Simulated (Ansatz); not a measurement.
# BO2−: functionals against CCSD(T) at one geometry

One table from this session's results is given with a row withheld; the runs are named, their logs left out.

The runs use Ansatz 0.2.0, Gaussian basis; single points in def2-TZVPPD.

Cores are frozen in the correlated methods.

## The system as given

SMILES `O=B[O-]`, 3 atoms, charge -1, spin multiplicity 1.

Atoms are counted from 1 here; the program's logs count them from 0.

Bond lengths: O1–B2 1.178 Å, B2–O3 1.331 Å. Angles: O1–B2–O3 172.7°.

Geometry (Å):

```
atom    x (Å)    y (Å)    z (Å)
  O1   0.3387   1.0865   0.3875
  B2  -0.0520   0.0002   0.1551
  O3  -0.3572  -1.2432  -0.2076
```

The first run:

The input, run/in.yaml:

```yaml
crystal:
  periodic: [false, false, false]
  atoms:
    - {symbol: O, position_ang: [0.338700, 1.086500, 0.387500]}
    - {symbol: B, position_ang: [-0.052000, 0.000200, 0.155100]}
    - {symbol: O, position_ang: [-0.357200, -1.243200, -0.207600]}
basis:
  gaussian: {orbitals: "def2-TZVPPD.json"}
total_charge: -1
correlation: {method: ccsd_t}
output: {forces: true}
```

The basis file named in the input lies beside it (Basis Set Exchange, JSON).

The command line of these runs was not kept.

Steps of the session up to this table: CCSD(T)/def2-TZVPPD; PBE0-D4/def2-TZVPPD; wB97M-V/def2-TZVPPD; r2SCAN-D4/def2-TZVPPD; PBE-D4/def2-TZVPPD; LC-wPBE/def2-TZVPPD; BHLYP-D4/def2-TZVPPD.

One of the session's tables, all rows but one given; the rest of the session is left out.

```
   method  RMS force component (eV/Å)  angle to CCSD(T) forces (°)
  CCSD(T)                       4.229                    reference
  PBE0-D4                       4.083                          4.2
  wB97M-V                       4.072                          3.1
r2SCAN-D4                           ?                            ?
   PBE-D4                       4.228                          1.5
  LC-wPBE                       4.081                          5.0
 BHLYP-D4                       3.941                          9.4
```

Q: Estimate the row for r2SCAN-D4 from the others.

As computed: RMS force component (eV/Å): 4.135; angle to CCSD(T) forces (°): 2.4. In the column «RMS force component (eV/Å)» it lies between PBE0-D4 (4.083) and PBE-D4 (4.228).
